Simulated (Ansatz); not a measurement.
## [Cl···H···Br], doublet along the distance Cl1-H2

Starting geometry:

```xyz
3

Cl    0.0000    0.0000   -1.6166
H     0.0000    0.0000   -0.3378
Br    0.0000    0.0000    1.9544
```

From there atom H2 is moved from one fragment to the other while all else, the fragments' distance too, stays fixed, so the hump isn't the reaction's barrier; atoms are numbered as listed. Energies are in eV, counted from the starting geometry at the same level.

Basis cc-pVTZ; Ansatz 0.2.0. Only valence electrons are correlated (noble-gas cores and the filled d shells of p-block atoms frozen). Prefix R: restricted or restricted open-shell reference; prefix U: unrestricted. No spin–orbit coupling is included, and no scalar relativity.

Unrestricted rows (U) aren't spin-pure: their determinants' ⟨S²⟩ exceeds S(S+1) by up to 0.13, so they mix in states of higher spin. Coupled cluster chose its determinant by a search with trial CCSD, here up to 0.09 eV above the lowest Hartree–Fock solution of its kind. The reference follows the lowest state, whose symmetry changes along the scan.

Full CI isn't at hand for all of this; UCCSDT(Q) serves as the reference, and is uncertain by the last step of the cluster series or more. The frozen core follows each run's orbitals, which can shift R against U totals by a few meV for light atoms and by up to 0.1 eV past Ca.

```
distance Cl1-H2 (Å)    RHF
              1.279  0.000
              1.388  0.223
              1.605  1.150
              1.823  1.701
              2.041  0.766
```

Problem. Estimate the UCCSDT(Q) curve in cc-pVTZ from this one, knowing how RHF errs.

Solution. The computed UCCSDT(Q) values, in eV from the starting point, and the error of RHF against them:
| distance Cl1-H2 (Å) | UCCSDT(Q) | RHF less UCCSDT(Q) |
| --- | --- | --- |
| 1.279 | 0.000 | 0.000 |
| 1.388 | 0.158 | 0.065 |
| 1.605 | 0.935 | 0.215 |
| 1.823 | 1.193 | 0.508 |
| 2.041 | 0.746 | 0.020 |

The error spans 0.508 eV and is largest, 0.508 eV, at 1.823 Å.
